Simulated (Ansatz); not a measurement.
**Loss of CH4: C3H7Cl → C2H3Cl + CH4**

Species: C3H7Cl (2-chloropropane) `CC(C)Cl`, singlet; C2H3Cl `C=CCl`, singlet; CH4 (methane) `C`, singlet. This is a balance of energies; it says nothing on the path, which may need atoms to shift.

Shapes, held fixed at every level: PBE0-D4/def2-TZVP. Programs: Ansatz 0.2.0. The zero-point and thermal change to 298 K, harmonic and unscaled (PBE0-D4/def2-TZVP), is -13.5 kJ/mol.

Q: Estimate ΔH(298 K) of this reaction.

A: The highest level, CCSD(T)/CBS estimate, gives ΔH(298 K) = +96.8 kJ/mol; the levels span +94.6 to +111.2. The column of differences is taken from that level and isn't an error. No measured value is set beside it here. The CBS estimate extrapolates MP2 from def2-TZVPP and def2-QZVPP and adds CCSD(T) − MP2 in the triple-zeta set, cores frozen.

```csv
level,kind,ΔH(298 K) (kJ/mol),less CCSD(T)/CBS estimate
r2SCAN-D4/def2-TZVPP,meta-GGA,+96.9,+0.1
BHLYP-D4/def2-TZVPP,global hybrid,+97.8,+1.0
PBE0-D4/def2-TZVPP,global hybrid,+106.8,+10.0
wB97X-V/def2-TZVPP,range-separated hybrid,+106.1,+9.3
MP2/def2-SVP,perturbation theory,+111.2,+14.4
CCSD/def2-TZVPP,coupled cluster or CI,+94.6,-2.2
CCSD(T)/CBS estimate,coupled cluster or CI,+96.8,0.0
```
